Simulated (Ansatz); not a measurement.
System: 1T (CdI2-type) PtS2. Method: r²SCAN in Ansatz (plane waves, PAW).

Settings: plane-wave cutoff 600 eV, 12×12×8 k mesh (along the axes of the cell as run), scalar-relativistic PAW data made under PBE.

Cell (measured lattice):

```cif
data_PtS2
_chemical_formula_sum 'Pt1 S2'
_space_group_name_H-M_alt 'P 1'
_space_group_IT_number 1
_cell_length_a 3.54200
_cell_length_b 3.54200
_cell_length_c 5.04300
_cell_angle_alpha 90.000
_cell_angle_beta 90.000
_cell_angle_gamma 120.000
loop_
_space_group_symop_operation_xyz
  'x, y, z'
loop_
_atom_site_label
_atom_site_type_symbol
_atom_site_fract_x
_atom_site_fract_y
_atom_site_fract_z
_atom_site_occupancy
Pt1 Pt 0.00000 0.00000 0.00000 1
S1 S 0.33333 0.66667 0.24296 1
S2 S 0.66667 0.33333 0.75704 1
```

**Question.** Give the computed Voigt–Reuss–Hill bulk modulus, elastic constant C44, elastic constant C12, elastic constant C66, Young modulus, elastic constant C11, elastic constant C13 and elastic constant C33.

**Answer.** 
- Voigt–Reuss–Hill bulk modulus = 58.1 GPa
- elastic constant C44 = 29.9 GPa
- elastic constant C12 = 71.6 GPa
- elastic constant C66 = 77.3 GPa
- Young modulus = 95.5 GPa
- elastic constant C11 = 226 GPa
- elastic constant C13 = 34.3 GPa
- elastic constant C33 = 31.4 GPa

Note: the cell isn't this level's own, so it is under some stress, which shifts stiffness and frequencies.

Elastic constants are with the ions relaxed.

Spin–orbit coupling is not included.

Computed values are for the static lattice.

Computing time: very roughly 15 core-minutes.

Ansatz is an electronic-structure program.
